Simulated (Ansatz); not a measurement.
System (SMILES): [O]Cl (O-Cl), doublet.
Atoms: Cl1, O2. Bonds: Cl1-O2.

Basis-set convergence of the highest harmonic wavenumber at CCSD(T) with Ansatz (a program for electronic structure). Each level at its own minimum, finite differences of forces, unscaled; the reference is a large set that could be run, not a limit. All functions are spherical. Cores are frozen. Open shells are unrestricted. No added dispersion term, no relativity. Reference: the value in aug-cc-pV(T+d)Z, 843 cm⁻¹. Deviations are taken from unrounded values.

```csv
basis,functions,highest harmonic wavenumber (cm⁻¹),minus reference (cm⁻¹)
cc-pV(D+d)Z,37,757,-86
aug-cc-pV(D+d)Z,55,796,-47
cc-pV(T+d)Z,69,836,-6
jun-cc-pV(T+d)Z,87,843,1
def2-TZVPPD,91,843,1
aug-cc-pV(T+d)Z,101,843,0
```

The smallest set listed that lies within 20 cm⁻¹ of the reference with all its larger relatives (same family, alike in diffuse functions; a set with none counts only in the reference's own line) is jun-cc-pV(T+d)Z (87 functions, 1 cm⁻¹ off). Inside, with no larger relative to test it: cc-pV(T+d)Z, def2-TZVPPD.
